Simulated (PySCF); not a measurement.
Ionising NaCl

BHandHLYP; basis Na def2-SVP, Cl def2-SVP; no relativity; PySCF 2.14. Neutral (UKS): singlet (closed shell), Re = 2.330 Å, ωe = 395 cm⁻¹, De = 3.87 eV, HOMO -7.32 eV, LUMO -1.30 eV.

NaCl⁺ (UKS): doublet (π ↑), Re = 2.783 Å, ωe = 162 cm⁻¹, De = 0.44 eV to Na⁺ + Cl. The energies at the minima are -622.34827 hartree for NaCl and -622.03079 for NaCl⁺.

Task: Work out the adiabatic ionisation energy, without and with harmonic zero-point energies (1 hartree = 27.2114 eV, 1 eV = 8065.5 cm⁻¹), and the change of the bond length.

Result: At BHandHLYP: 0.31748 hartree = 8.639 eV between the minima; the zero-point term (162.0 − 395.0)/2 cm⁻¹ = -0.014 eV makes it 8.625 eV. Re changes by +45.3 pm against the neutral. Minus the HOMO energy is 7.32 eV, -1.32 eV from the value between the minima; self-interaction puts the Kohn–Sham level too high, less so with exact exchange. The electron leaves a π orbital, and the ion is left as a loose complex of an ion and an atom.

Weak bonds: NaCl⁺. Basis-set superposition, not corrected here, can be much of De in a small basis, most of all at correlated wavefunction levels. For an ion De counts to the pair picked by the measured ionisation energies or electron affinities, which need not be the lowest pair at this level. States were picked by a PBE0 search and need not be the measured ground states.
